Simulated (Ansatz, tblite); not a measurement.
# The cluster Cu2O: removing and adding an electron

What does removing or adding an electron cost or gain for the cluster Cu2O? Each charged state is run at several levels.

Program: Ansatz 0.2.0, Gaussian basis. Level of theory: as each input shows. These are calculated values, not measurements.

Plan: charge +1 doublet, at the geometry of the singlet (PBE0-D4/def2-TZVP, PBE-D4/def2-TZVP, r2SCAN-D4/def2-TZVP, LC-ωPBE/def2-TZVP, BHLYP-D4/def2-TZVP, BLYP-D4/def2-TZVP, ωB97X-V/def2-TZVP, HF/def2-TZVP, CCSD(T)/def2-TZVPP); charge +1 doublet, relaxed (PBE0-D4/def2-TZVP, PBE-D4/def2-TZVP); charge -1 doublet, at the geometry of the singlet (PBE0-D4/def2-TZVPD, PBE-D4/def2-TZVPD, r2SCAN-D4/def2-TZVPD, CCSD(T)/def2-TZVPD); the starting singlet's energies come from earlier runs.

1 further run of the same task is left out (set aside as unsound or not needed).

**1. The geometry**

The singlet was relaxed beforehand with r2SCAN-D4/def2-TZVP. At that level it is the lowest of the isomers that a small search found.

3 atoms, charge 0, spin multiplicity 1.

Atoms are counted from 1 here; the program's logs count them from 0.

Bond lengths: Cu1–O3 1.758 Å, Cu2–O3 1.758 Å. Angles: Cu1–O3–Cu2 88.4°.

No spin-orbit coupling is included.

**2. Charge +1 doublet at the fixed geometry, PBE0-D4/def2-TZVP**

Contents of in.yaml:

```yaml
crystal:
  periodic: [false, false, false]
  atoms:
    - {symbol: Cu, position_ang: [-0.025513, -1.295827, -0.016426]}
    - {symbol: Cu, position_ang: [-0.774367, 1.039229, 0.020766]}
    - {symbol: O, position_ang: [0.799889, 0.256589, -0.004339]}
basis:
  gaussian: {orbitals: def2-TZVP}
total_charge: 1
magnetization: {spin_polarized: true, initial_magnetization: 1}
hamiltonian: {xc: pbe0, dispersion: d4}
output: {orbitals: {seedname: orbitals}}
```

The run is started by

```
> ansatz run in.yaml --threads 2 --pin off --events-out ev --progress --plain --max-ram 4352MiB
```

The log of the run:

```text
Functional definition: PBE0
  name "PBE0"
  cite "Adamo & Barone, J. Chem. Phys. 110, 6158 (1999) doi:10.1063/1.478522"
  cite "Perdew, Burke & Ernzerhof, Phys. Rev. Lett. 77, 3865 (1996) doi:10.1103/PhysRevLett.77.3865"
  parent pbe
  parameter a = 0.25
  parameter kappa = 0.804
  parameter beta = 0.06672455060314922
  exchange = (1 - a)*pbe_x(kappa = kappa, mu = beta*pi^2/3) + a*exact_x
  correlation = pbe_c(beta = beta)
1146 factors; integrals over basis functions are off by at most 8.2e-4 eV
mean field evaluation 1: about -91279.0626 eV, gradient 1.2e2 eV
mean field evaluation 2: about -90494.0746 eV, gradient 6.0e2 eV
mean field evaluation 4: about -91284.0839 eV, gradient 8.5e1 eV
mean field evaluation 8: about -91305.2436 eV, gradient 7.1e-1 eV
mean field evaluation 16: about -91305.3777 eV, gradient 3.2e-3 eV
mean field evaluation 32: about -91305.2115 eV, gradient 1.8e0 eV
mean field -91305.37765938 eV, -3355.4107399744 hartree, gradient 7.6e-6 eV, S^2 0.762230; 2 other end points of the search recorded, 0 dependent functions left out
reference -91305.37769169 eV, -3355.4107411617 hartree; 33, 32 occupied and 88, 89 virtual orbitals, 1146 factors
Total energy: -91305.42756999 eV, -3355.4125741557 hartree
```

Wall time 9.5 s (2 threads of Arm Neoverse V1, shared host).

From the report: HOMO -13.07 eV, LUMO -9.71 eV (over both spins); ⟨S²⟩ 0.762 (pure: 0.75).

**3. Charge +1 doublet at the fixed geometry, PBE-D4/def2-TZVP**

start.molden holds the orbitals of an earlier run on this state, given as this run's starting guess.

Edit in.yaml of step 2 so:

```diff
@@ -7,6 +7,7 @@
 basis:
-  gaussian: {orbitals: def2-TZVP}
+  gaussian: {orbitals: def2-TZVP, initial_orbitals: start.molden}
 total_charge: 1
 magnetization: {spin_polarized: true, initial_magnetization: 1}
-hamiltonian: {xc: pbe0, dispersion: d4}
+hamiltonian: {xc: pbe, dispersion: d4}
+scf: {omitted_lower_state_checks: [starts]}
 output: {orbitals: {seedname: orbitals}}
```

Launched as before.

The log of the run:

```text
Functional definition: PBE
  name "PBE"
  cite "Perdew, Burke & Ernzerhof, Phys. Rev. Lett. 77, 3865 (1996) doi:10.1103/PhysRevLett.77.3865"
  parent pbe
  parameter kappa = 0.804
  parameter beta = 0.06672455060314922
  exchange = pbe_x(kappa = kappa, mu = beta*pi^2/3)
  correlation = pbe_c(beta = beta)
these checks for a lower state are left out or cut short: starts
1057 factors; their error is unknown
mean field evaluation 1: about -91305.6830 eV, gradient 8.2e0 eV
mean field evaluation 2: about -91306.0307 eV, gradient 6.6e-1 eV
mean field evaluation 4: about -91305.9848 eV, gradient 6.1e-2 eV
mean field evaluation 8: about -91305.9848 eV, gradient 2.4e-5 eV
mean field -91305.98478076 eV, -3355.4330512734 hartree, gradient 4.7e-6 eV, S^2 0.755774; 0 other end points of the search recorded, 0 dependent functions left out
reference -91305.98482497 eV, -3355.4330528985 hartree; 33, 32 occupied and 88, 89 virtual orbitals, 1057 factors
Total energy: -91306.04479754 eV, -3355.4352568494 hartree
Checks for a lower state left out: starts
```

Wall time 4.1 s (2 threads of Arm Neoverse V1, shared host).

Report: HOMO -11.78 eV, LUMO -11.46 eV (over both spins); ⟨S²⟩ 0.756 (pure: 0.75).

**4. Charge +1 doublet at the fixed geometry, r2SCAN-D4/def2-TZVP**

Edit in.yaml of step 3 so:

```diff
@@ -10,3 +10,3 @@
 magnetization: {spin_polarized: true, initial_magnetization: 1}
-hamiltonian: {xc: pbe, dispersion: d4}
+hamiltonian: {xc: r2scan, dispersion: d4}
 scf: {omitted_lower_state_checks: [starts]}
```

The command is unchanged.

The log of the run:

```text
Functional definition: r2SCAN
  name "r2SCAN"
  cite "Furness, Kaplan, Ning, Perdew & Sun, J. Phys. Chem. Lett. 11, 8208 (2020) doi:10.1021/acs.jpclett.0c02405"
  cite "Furness, Kaplan, Ning, Perdew & Sun, J. Phys. Chem. Lett. 11, 9248 (2020) doi:10.1021/acs.jpclett.0c03077"
  parent r2scan
  parameter k0 = 0.174
  parameter k1 = 0.065
  parameter a1 = 4.9479
  exchange = r2scan_x(k0 = k0, k1 = k1, a1 = a1)
  correlation = r2scan_c
these checks for a lower state are left out or cut short: starts
1057 factors; their error is unknown
mean field evaluation 1: about -91319.3742 eV, gradient 5.2e0 eV
mean field evaluation 2: about -91319.5128 eV, gradient 4.4e-1 eV
mean field evaluation 4: about -91319.4676 eV, gradient 7.0e-2 eV
mean field evaluation 8: about -91319.4676 eV, gradient 1.6e-5 eV
mean field -91319.46757245 eV, -3355.9285347294 hartree, gradient 5.9e-6 eV, S^2 0.761869; 0 other end points of the search recorded, 0 dependent functions left out
reference -91319.46758945 eV, -3355.9285353539 hartree; 33, 32 occupied and 88, 89 virtual orbitals, 1057 factors
Total energy: -91319.47882083 eV, -3355.9289480997 hartree
Checks for a lower state left out: starts
```

Wall time 10 s (2 threads of Arm Neoverse V1, shared host).

HOMO -11.75 eV, LUMO -10.94 eV (over both spins); ⟨S²⟩ 0.762 (pure: 0.75).

**5. Charge +1 doublet at the fixed geometry, LC-ωPBE/def2-TZVP**

Edit in.yaml of step 4 so:

```diff
@@ -10,3 +10,3 @@
 magnetization: {spin_polarized: true, initial_magnetization: 1}
-hamiltonian: {xc: r2scan, dispersion: d4}
+hamiltonian: {xc: {name: LC-wPBE}}
 scf: {omitted_lower_state_checks: [starts]}
```

Launched as before.

The log of the run (excerpt; [...] marks lines left out):

```text
Functional definition: LC-wPBE
  name "LC-wPBE"
  cite "Vydrov & Scuseria, J. Chem. Phys. 125, 234109 (2006) doi:10.1063/1.2409292"
  cite "Heyd & Scuseria, J. Chem. Phys. 120, 7274 (2004) doi:10.1063/1.1668634"
  cite "Ernzerhof & Perdew, J. Chem. Phys. 109, 3313 (1998) doi:10.1063/1.476928"
  cite "Perdew, Burke & Ernzerhof, Phys. Rev. Lett. 77, 3865 (1996) doi:10.1103/PhysRevLett.77.3865"
  parent pbe
[...]
1057 factors; their error is unknown
238 factors; integrals over basis functions are off by at most 6.5e-5 eV
[...]
mean field -91308.07848453 eV, -3355.5099934682 hartree, gradient 1.5e-5 eV, S^2 0.759271; 0 other end points of the search recorded, 0 dependent functions left out
reference -91308.07848454 eV, -3355.5099934684 hartree; 33, 32 occupied and 88, 89 virtual orbitals, 1057 factors
Total energy: -91308.07848454 eV, -3355.5099934684 hartree
Checks for a lower state left out: starts
```

It took 10 s on 2 threads of Arm Neoverse V1, shared host.

From the report: HOMO -15.72 eV, LUMO -7.09 eV (over both spins); ⟨S²⟩ 0.759 (pure: 0.75).

**6. Charge +1 doublet at the fixed geometry, BHLYP-D4/def2-TZVP**

Edit in.yaml of step 5 so:

```diff
@@ -10,3 +10,3 @@
 magnetization: {spin_polarized: true, initial_magnetization: 1}
-hamiltonian: {xc: {name: LC-wPBE}}
+hamiltonian: {xc: {name: BHLYP}, dispersion: d4}
 scf: {omitted_lower_state_checks: [starts]}
```

Launched as before.

The log of the run:

```text
Functional definition: BHLYP
  name "BHLYP"
  cite "Becke, J. Chem. Phys. 98, 1372 (1993) doi:10.1063/1.464304"
  cite "Becke, Phys. Rev. A 38, 3098 (1988) doi:10.1103/PhysRevA.38.3098"
  cite "Lee, Yang & Parr, Phys. Rev. B 37, 785 (1988) doi:10.1103/PhysRevB.37.785"
  parameter a = 0.5
  exchange = (1 - a)*b88_x + a*exact_x
  correlation = lyp_c
these checks for a lower state are left out or cut short: starts
1146 factors; integrals over basis functions are off by at most 8.2e-4 eV
mean field evaluation 1: about -91316.0576 eV, gradient 7.3e0 eV
mean field evaluation 2: about -91316.3377 eV, gradient 7.0e-1 eV
mean field evaluation 4: about -91316.5558 eV, gradient 1.8e-2 eV
mean field evaluation 8: about -91316.5558 eV, gradient 2.4e-5 eV
mean field -91316.55578619 eV, -3355.8215285578 hartree, gradient 2.4e-5 eV, S^2 0.762814; 0 other end points of the search recorded, 0 dependent functions left out
reference -91316.55593214 eV, -3355.8215339213 hartree; 33, 32 occupied and 88, 89 virtual orbitals, 1146 factors
Total energy: -91316.65227400 eV, -3355.8250744193 hartree
Checks for a lower state left out: starts
```

Run time: 8.5 s. Hardware: 2 threads of Arm Neoverse V1, shared host.

Report: HOMO -14.53 eV, LUMO -7.82 eV (over both spins); ⟨S²⟩ 0.763 (pure: 0.75).

**7. Charge +1 doublet at the fixed geometry, BLYP-D4/def2-TZVP**

Edit in.yaml of step 6 so:

```diff
@@ -10,3 +10,3 @@
 magnetization: {spin_polarized: true, initial_magnetization: 1}
-hamiltonian: {xc: {name: BHLYP}, dispersion: d4}
+hamiltonian: {xc: {name: BLYP}, dispersion: d4}
 scf: {omitted_lower_state_checks: [starts]}
```

Launched as before.

The log of the run (excerpt; [...] marks lines left out):

```text
Functional definition: BLYP
  name "BLYP"
  cite "Becke, Phys. Rev. A 38, 3098 (1988) doi:10.1103/PhysRevA.38.3098"
  cite "Lee, Yang & Parr, Phys. Rev. B 37, 785 (1988) doi:10.1103/PhysRevB.37.785"
[...]
1057 factors; their error is unknown
[...]
mean field -91326.52952081 eV, -3356.1880565448 hartree, gradient 1.2e-6 eV, S^2 0.755901; 0 other end points of the search recorded, 0 dependent functions left out
reference -91326.52981604 eV, -3356.1880673942 hartree; 33, 32 occupied and 88, 89 virtual orbitals, 1057 factors
Total energy: -91326.66104870 eV, -3356.1928901054 hartree
Checks for a lower state left out: starts
```

It took 4.7 s on 2 threads of Arm Neoverse V1, shared host.

From the report: HOMO -11.80 eV, LUMO -11.45 eV (over both spins); ⟨S²⟩ 0.756 (pure: 0.75).

**8. Charge +1 doublet at the fixed geometry, ωB97X-V/def2-TZVP**

Edit in.yaml of step 7 so:

```diff
@@ -10,3 +10,3 @@
 magnetization: {spin_polarized: true, initial_magnetization: 1}
-hamiltonian: {xc: {name: BLYP}, dispersion: d4}
+hamiltonian: {xc: {name: wB97X-V}}
 scf: {omitted_lower_state_checks: [starts]}
```

The command is unchanged.

The log of the run (excerpt; [...] marks lines left out):

```text
Functional definition: wB97X-V
  name "wB97X-V"
  cite "Mardirossian & Head-Gordon, Phys. Chem. Chem. Phys. 16, 9904 (2014) doi:10.1039/C3CP54374A"
  cite "Becke, J. Chem. Phys. 107, 8554 (1997) doi:10.1063/1.475007"
  cite "Vydrov & Van Voorhis, J. Chem. Phys. 133, 244103 (2010) doi:10.1063/1.3521275"
[...]
      + integral(e_c_pw_opposite_spin*poly(b97_u_opposite, cos0, cos1)) + vv10(b, c)
[...]
1146 factors; integrals over basis functions are off by at most 8.2e-4 eV
185 factors; integrals over basis functions are off by at most 2.0e-5 eV
[...]
mean field -91311.33765626 eV, -3355.6297658201 hartree, gradient 1.1e-5 eV, S^2 0.760233; 0 other end points of the search recorded, 0 dependent functions left out
reference -91311.33765421 eV, -3355.6297657447 hartree; 33, 32 occupied and 88, 89 virtual orbitals, 1146 factors
Total energy: -91311.33765421 eV, -3355.6297657447 hartree
Checks for a lower state left out: starts
```

Wall time 19 s (2 threads of Arm Neoverse V1, shared host).

HOMO -15.44 eV, LUMO -7.29 eV (over both spins); ⟨S²⟩ 0.760 (pure: 0.75).

**9. Charge +1 doublet at the fixed geometry, HF/def2-TZVP**

Edit in.yaml of step 8 so:

```diff
@@ -10,3 +10,3 @@
 magnetization: {spin_polarized: true, initial_magnetization: 1}
-hamiltonian: {xc: {name: wB97X-V}}
+hamiltonian: {xc: hf}
 scf: {omitted_lower_state_checks: [starts]}
```

Launched as before.

The log of the run:

```text
Functional definition: HF
  name "HF"
  cite "Fock, Z. Phys. 61, 126 (1930) doi:10.1007/BF01340294"
  parent pbe
  exchange = exact_x
  correlation = 0
these checks for a lower state are left out or cut short: starts
1146 factors; integrals over basis functions are off by at most 8.2e-4 eV
mean field evaluation 1: about -91223.8220 eV, gradient 2.3e1 eV
mean field evaluation 2: about -91225.8571 eV, gradient 3.7e0 eV
mean field evaluation 4: about -91225.9394 eV, gradient 1.8e-1 eV
mean field evaluation 8: about -91225.9399 eV, gradient 8.8e-6 eV
mean field -91225.93989101 eV, -3352.4914558318 hartree, gradient 8.6e-6 eV, S^2 0.767030; 0 other end points of the search recorded, 0 dependent functions left out
reference -91225.93989101 eV, -3352.4914558318 hartree; 33, 32 occupied and 88, 89 virtual orbitals, 1146 factors
Total energy: -91225.93989101 eV, -3352.4914558318 hartree
Checks for a lower state left out: starts
```

Wall time 3.2 s (2 threads of Arm Neoverse V1, shared host).

HOMO -16.81 eV, LUMO -4.84 eV (over both spins); ⟨S²⟩ 0.767 (pure: 0.75).

**10. Charge +1 doublet at the fixed geometry, CCSD(T)/def2-TZVPP**

Contents of in.yaml:

```yaml
crystal:
  periodic: [false, false, false]
  atoms:
    - {symbol: Cu, position_ang: [-0.025513, -1.295827, -0.016426]}
    - {symbol: Cu, position_ang: [-0.774367, 1.039229, 0.020766]}
    - {symbol: O, position_ang: [0.799889, 0.256589, -0.004339]}
basis:
  gaussian: {orbitals: def2-TZVPP, initial_orbitals: start.molden}
total_charge: 1
magnetization: {spin_polarized: true, initial_magnetization: 1}
correlation: {method: ccsd_t, frozen_orbitals: {Cu: 9, O: 1}}
scf: {omitted_lower_state_checks: [starts, cluster_reference]}
output: {orbitals: {seedname: orbitals}}
```

Launched as before.

The log of the run (excerpt; [...] marks lines left out):

```text
Functional definition: HF
  name "HF"
  cite "Fock, Z. Phys. 61, 126 (1930) doi:10.1007/BF01340294"
  parent pbe
[...]
1112 factors; integrals over basis functions are off by at most 1.1e-3 eV
[...]
mean field -91225.99729893 eV, -3352.4935655337 hartree, gradient 3.0e-6 eV, S^2 0.767263; 0 other end points of the search recorded, 0 dependent functions left out
19 core orbitals not correlated: weight in the atoms' cores, before any rotation towards them, 1.000 or more for the frozen orbitals, at most 0.000 for the correlated occupied ones
reference -91225.99729893 eV, -3352.4935655337 hartree; 14, 13 occupied and 126, 127 virtual orbitals, 1112 factors
second order -32.21636105 eV of doubles, -0.00000000 eV of singles
cycle   1  -26.94293697 eV  change     5.3e0 eV  update   2.6e-1
[...]
cycle  17  -28.95486361 eV  change   -2.9e-5 eV  update   2.4e-5
perturbative correction -1.28364343 eV, -0.0471730259 hartree
Total energy: -91256.23580596 eV, -3353.6048101709 hartree
Checks for a lower state left out: starts, cluster_reference
```

Wall time 35 s (2 threads of Arm Neoverse V1, shared host); peak memory 1.5 GiB.

From the report: Hartree-Fock HOMO -16.82 eV, LUMO -4.92 eV (over both spins); ⟨S²⟩ 0.767 (pure: 0.75); T1 0.044.

**11. Vertical ionisation energy**

Charged state less starting state, singlet to doublet; the starting state's energies are those of its earlier runs.

```csv
level,vertical ionisation energy (eV),time
HF/def2-TZVP,+5.18,4.7 s
HF/def2-TZVPP,+5.28,
PBE-D4/def2-TZVP,+8.01,6.3 s
BLYP-D4/def2-TZVP,+8.00,6.6 s
r2SCAN-D4/def2-TZVP,+7.85,14 s
PBE0-D4/def2-TZVP,+7.76,14 s
BHLYP-D4/def2-TZVP,+7.32,11 s
LC-ωPBE/def2-TZVP,+7.73,12 s
ωB97X-V/def2-TZVP,+7.67,26 s
MP2/def2-TZVPP,+8.78,
CCSD/def2-TZVPP,+7.55,
CCSD(T)/def2-TZVPP,+7.86,48 s
```

Times add the two runs; a level without a time comes out of a correlated run. CCSD(T)/def2-TZVPP is no safe reference here (restricted state is unstable towards broken spin symmetry).

Beside −ε(HOMO) of the starting state:

```csv
level,−ε(HOMO) (eV),by difference (eV),mismatch (eV)
PBE-D4/def2-TZVP,4.67,8.01,-3.34
BLYP-D4/def2-TZVP,4.66,8.00,-3.34
r2SCAN-D4/def2-TZVP,4.78,7.85,-3.06
PBE0-D4/def2-TZVP,5.95,7.76,-1.82
BHLYP-D4/def2-TZVP,7.16,7.32,-0.16
LC-ωPBE/def2-TZVP,8.46,7.73,+0.73
ωB97X-V/def2-TZVP,8.23,7.67,+0.56
```

**12. Relaxing the charge +1 doublet**

Contents of in.yaml:

```yaml
crystal:
  periodic: [false, false, false]
  atoms:
    - {symbol: Cu, position_ang: [-0.025513, -1.295827, -0.016426]}
    - {symbol: Cu, position_ang: [-0.774367, 1.039229, 0.020766]}
    - {symbol: O, position_ang: [0.799889, 0.256589, -0.004339]}
basis:
  gaussian: {orbitals: def2-TZVP}
total_charge: 1
magnetization: {spin_polarized: true, initial_magnetization: 1}
hamiltonian: {xc: r2scan, dispersion: d4}
scf: {lower_state_search: "off"}
output: {orbitals: {seedname: orbitals}}
relax: {f_tol: 0.02, max_steps: 100}
```

The command is unchanged.

The log of the run (excerpt; [...] marks lines left out):

```text
Functional definition: r2SCAN
  name "r2SCAN"
  cite "Furness, Kaplan, Ning, Perdew & Sun, J. Phys. Chem. Lett. 11, 8208 (2020) doi:10.1021/acs.jpclett.0c02405"
  cite "Furness, Kaplan, Ning, Perdew & Sun, J. Phys. Chem. Lett. 11, 9248 (2020) doi:10.1021/acs.jpclett.0c03077"
  parent r2scan
[...]
1057 factors; their error is unknown
[...]
mean field -91319.46757245 eV, -3355.9285347294 hartree, gradient 2.7e-6 eV, S^2 0.761869; 0 other end points of the search recorded, 0 dependent functions left out
[...]
reference -91319.46758945 eV, -3355.9285353539 hartree; 33, 32 occupied and 88, 89 virtual orbitals, 1057 factors
relax step   1: F+E_penalty+E_count = -91319.47880384 eV  Δ(F+E_penalty+E_count) = +0.000e0 eV  max|allowed force component| = 7.731e-1 eV/Å  Δτ_max = 0.0000 Å  (24 SCF iters, accepted)
[...]
relax step   6: F+E_penalty+E_count = -91319.68567844 eV  Δ(F+E_penalty+E_count) = -9.770e-3 eV  max|allowed force component| = 1.089e-1 eV/Å  Δτ_max = 0.0564 Å  (25 SCF iters, accepted)
[...]
relax step   7: F+E_penalty+E_count = -91319.68903378 eV  Δ(F+E_penalty+E_count) = -3.355e-3 eV  max|allowed force component| = 3.188e-3 eV/Å  Δτ_max = 0.0572 Å  (25 SCF iters, accepted)
Total energy: -91319.68905204 eV, -3355.9366739539 hartree
Atom 0 at     0.273562    -1.610342    -0.023329 Å, force     0.002354    -0.001858    -0.000046 eV/Å
Atom 1 at    -0.714000     1.469048     0.025719 Å, force     0.000834     0.002881     0.000029 eV/Å
Atom 2 at     0.440447     0.141285    -0.002389 Å, force    -0.003188    -0.001023     0.000017 eV/Å
Dipole moment:    -0.446350    -0.143183     0.002421 e Å
Checks for a lower state left out: stability, starts, cluster_reference, orbital_swaps, neighbouring_geometries, increment
```

Wall time 37 s (2 threads of Arm Neoverse V1, shared host).

The steps of the relaxation: (the energy doesn't fall at every step)

```csv
step,energy from step 1 (eV),largest force component (eV/Å)
1,0.0000,0.7731
2,-0.0409,0.5007
3,-0.1249,0.3400
4,-0.1971,0.2361
5,-0.1933,0.5158
6,-0.2069,0.1089
7,-0.2102,0.0032
```

Close pairs (by a distance rule), those that changed most:

```csv
bond,before (Å),after (Å),change (Å)
Cu1–Cu2,2.452,3.234,+0.782
Cu1–O3,1.758,1.760,+0.001
Cu2–O3,1.758,1.760,+0.001
```

**13. Charge +1 doublet, PBE0-D4/def2-TZVP**

Contents of in.yaml:

```yaml
crystal:
  periodic: [false, false, false]
  atoms:
    - {symbol: Cu, position_ang: [0.273562, -1.610342, -0.023329]}
    - {symbol: Cu, position_ang: [-0.714000, 1.469048, 0.025719]}
    - {symbol: O, position_ang: [0.440447, 0.141285, -0.002389]}
basis:
  gaussian: {orbitals: def2-TZVP, initial_orbitals: start.molden}
total_charge: 1
magnetization: {spin_polarized: true, initial_magnetization: 1}
hamiltonian: {xc: pbe0, dispersion: d4}
scf: {omitted_lower_state_checks: [starts]}
output: {orbitals: {seedname: orbitals}}
```

Same command.

The log of the run (excerpt; [...] marks lines left out):

```text
Functional definition: PBE0
  name "PBE0"
  cite "Adamo & Barone, J. Chem. Phys. 110, 6158 (1999) doi:10.1063/1.478522"
  cite "Perdew, Burke & Ernzerhof, Phys. Rev. Lett. 77, 3865 (1996) doi:10.1103/PhysRevLett.77.3865"
  parent pbe
[...]
1146 factors; integrals over basis functions are off by at most 7.3e-4 eV
[...]
mean field -91305.75580311 eV, -3355.4246365003 hartree, gradient 1.0e-5 eV, S^2 0.760100; 0 other end points of the search recorded, 0 dependent functions left out
reference -91305.75583744 eV, -3355.4246377619 hartree; 33, 32 occupied and 88, 89 virtual orbitals, 1146 factors
Total energy: -91305.80613627 eV, -3355.4264862097 hartree
Checks for a lower state left out: starts
```

It took 7.5 s on 2 threads of Arm Neoverse V1, shared host.

HOMO -12.54 eV, LUMO -9.11 eV (over both spins); ⟨S²⟩ 0.760 (pure: 0.75).

**14. Charge +1 doublet, PBE-D4/def2-TZVP**

Edit in.yaml of step 13 so:

```diff
@@ -10,3 +10,3 @@
 magnetization: {spin_polarized: true, initial_magnetization: 1}
-hamiltonian: {xc: pbe0, dispersion: d4}
+hamiltonian: {xc: pbe, dispersion: d4}
 scf: {omitted_lower_state_checks: [starts]}
```

Launched as before.

The log of the run:

```text
Functional definition: PBE
  name "PBE"
  cite "Perdew, Burke & Ernzerhof, Phys. Rev. Lett. 77, 3865 (1996) doi:10.1103/PhysRevLett.77.3865"
  parent pbe
  parameter kappa = 0.804
  parameter beta = 0.06672455060314922
  exchange = pbe_x(kappa = kappa, mu = beta*pi^2/3)
  correlation = pbe_c(beta = beta)
these checks for a lower state are left out or cut short: starts
1057 factors; their error is unknown
mean field evaluation 1: about -91305.9305 eV, gradient 8.1e0 eV
mean field evaluation 2: about -91306.2667 eV, gradient 6.4e-1 eV
mean field evaluation 4: about -91306.2209 eV, gradient 4.9e-2 eV
mean field evaluation 8: about -91306.2209 eV, gradient 2.3e-5 eV
mean field evaluation 16: about -91306.2209 eV, gradient 5.6e-6 eV
mean field -91306.22091705 eV, -3355.4417291223 hartree, gradient 5.6e-6 eV, S^2 0.755123; 0 other end points of the search recorded, 0 dependent functions left out
reference -91306.22096335 eV, -3355.4417308238 hartree; 33, 32 occupied and 88, 89 virtual orbitals, 1057 factors
Total energy: -91306.28085830 eV, -3355.4439319226 hartree
Checks for a lower state left out: starts
```

It took 4.2 s on 2 threads of Arm Neoverse V1, shared host.

From the report: HOMO -11.14 eV, LUMO -10.77 eV (over both spins); ⟨S²⟩ 0.755 (pure: 0.75).

(Part 1 of 2 ends here.)
